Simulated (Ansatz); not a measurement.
This geometry of CH6Al2 (9 atoms, charge 0, multiplicity 1) is a first-order saddle point.

Method: Ansatz 0.2.0, RKS PBE0-D4/def2-mTZVP.

```xyz
9
Properties=species:S:1:pos:R:3
Al -0.665 1.174 -0.948
C 0.622 -0.183 -0.461
Al 0.209 -1.015 1.259
H -1.975 0.777 -1.763
H -0.455 2.682 -0.481
H 0.670 -0.996 -1.199
H 1.643 0.217 -0.380
H 1.121 -2.158 1.885
H -1.082 -0.544 2.070
```

Which two structures does it join? (They come from a converged band through this point; their orientation in space is the band's.)

No bond is made or broken. The dihedral Al1–C2–Al3–H8 goes from 90 to -89°. The two ends are copies of one structure, up to a mirror image or an exchange of like atoms.

First end point:

```xyz
9
Properties=species:S:1:pos:R:3
Al -0.769 0.901 -1.195
C 0.685 0.065 -0.220
Al 0.254 -0.967 1.365
H -1.528 0.099 -2.342
H -1.236 2.377 -0.826
H 1.200 -0.608 -0.917
H 1.370 0.865 0.087
H -0.048 -2.526 1.246
H 0.161 -0.252 2.784
```

Last end point:

```xyz
9
Properties=species:S:1:pos:R:3
Al -0.768 0.913 -1.187
C 0.683 0.050 -0.230
Al 0.253 -0.967 1.365
H -1.546 0.129 -2.334
H -1.211 2.393 -0.803
H 1.172 -0.636 -0.933
H 1.390 0.836 0.064
H 0.226 -0.252 2.787
H -0.111 -2.513 1.253
```

How far does it lie above each of them?

0.056 eV above the first and 0.056 eV above the second. This is the barrier of this one path; another mechanism may lie lower.

Time of the run: 88 s on 1 CPU thread of a shared host.
